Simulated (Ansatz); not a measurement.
Molecule (SMILES): O(F)F.
Atoms: F1, O2, F3. Bonds: F1-O2, O2-F3.

How fast the optimised O2-F3 bond length converges with the basis for several methods (Ansatz, a program for electronic structure): deviation from each method's own reference, in Å. References: HF 1.3327 Å, the value in def2-QZVPPD; MP2 1.3976 Å, the value in def2-QZVPP; PBE 1.4197 Å, the value in def2-QZVPPD; PBE0 1.3796 Å, the value in def2-QZVPPD. All functions are spherical. In correlated methods cores are frozen. A restricted Hartree-Fock determinant is unstable towards unrestricted orbitals. No added dispersion term, no relativity. The reference of a correlated method is not its basis-set limit, which lies further on.

```tsv
basis	functions	HF	MP2	PBE	PBE0
def2-SVP	42	0.0028	0.0073	(withheld)	-0.0006
6-311+G**	66	0.0001	0.0088	(withheld)	0.0051
aug-cc-pVDZ	69	0.0074	0.0245	(withheld)	0.0054
cc-pVTZ	90	0.0027	0.0033	(withheld)	0.0025
pcseg-2	90	0.0023	0.0050	(withheld)	0.0019
def2-TZVPP	93	0.0019	0.0036	(withheld)	0.0012
jun-cc-pV(T+d)Z	117	0.0016	0.0037	(withheld)	0.0014
aug-cc-pVTZ	138	0.0022	0.0058	(withheld)	0.0020
```

### Question
What belongs in the gaps?

### Answer

- def2-SVP, PBE: -0.0027
- 6-311+G**, PBE: 0.0088
- aug-cc-pVDZ, PBE: 0.0043
- cc-pVTZ, PBE: 0.0019
- pcseg-2, PBE: 0.0018
- def2-TZVPP, PBE: 0.0009
- jun-cc-pV(T+d)Z, PBE: 0.0010
- aug-cc-pVTZ, PBE: 0.0015

Mean absolute deviation over 6-311+G**, cc-pVTZ, pcseg-2, def2-TZVPP, jun-cc-pV(T+d)Z, aug-cc-pVTZ: HF 0.0018, PBE0 0.0024, PBE 0.0027, MP2 0.0050 Å.
